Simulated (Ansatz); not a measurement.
# H5OSi: the cost of one run

Method: PBE0-D4/def2-SVP, unrestricted; program: Ansatz 0.2.0, Gaussian basis.

1 further run of the same task is left out (it didn't finish).

## 1. Starting geometry

The start, a first-order saddle point found at PBE0-D4 in triple zeta: 7 atoms, charge 0, spin multiplicity 2.

Atoms are counted from 1 here; the program's logs count them from 0.

Bond lengths: H1–H4 0.812 Å, O2–Si3 1.665 Å, Si3–H5 1.485 Å, Si3–H6 1.488 Å, Si3–H7 1.485 Å. Angles: O2–Si3–H5 112.6°, O2–Si3–H6 101.6°, O2–Si3–H7 112.6°, H5–Si3–H6 110.3°, H5–Si3–H7 109.2°, H6–Si3–H7 110.3°.

As a file:

```xyz
7
H5OSi
H    -0.7747   -1.2178   -0.9378
O    -0.2979   -1.0144    0.3829
Si    0.3576    0.5112    0.5021
H    -0.9610   -1.1023   -1.7195
H    -0.6399    1.5816    0.2461
H     0.7928    0.5391    1.9248
H     1.5231    0.7027   -0.3984
```

## 2. The run

File md/in.yaml:

```yaml
crystal:
  periodic: [false, false, false]
  atoms:
    - {symbol: H, position_ang: [-0.774651, -1.217845, -0.937806]}
    - {symbol: O, position_ang: [-0.297880, -1.014394, 0.382916]}
    - {symbol: Si, position_ang: [0.357557, 0.511200, 0.502097]}
    - {symbol: H, position_ang: [-0.960980, -1.102344, -1.719544]}
    - {symbol: H, position_ang: [-0.639886, 1.581564, 0.246082]}
    - {symbol: H, position_ang: [0.792823, 0.539136, 1.924771]}
    - {symbol: H, position_ang: [1.523118, 0.702683, -0.398417]}
basis:
  gaussian: {orbitals: def2-SVP}
magnetization: {spin_polarized: true, initial_magnetization: 1}
hamiltonian: {xc: pbe0, dispersion: d4}
md: {n_steps: 80, timestep: 0.25, temperature: 700, ensemble: nve, seed: 5, initial_velocities: maxwell_boltzmann}
```

Launch:

```
$ ansatz run in.yaml --threads 2 --pin off --events-out ev --progress --plain --max-ram 4352MiB
```

**Question.** How long does this run take on 2 threads of Intel Xeon Platinum 8488C, shared host?

About 66 s.
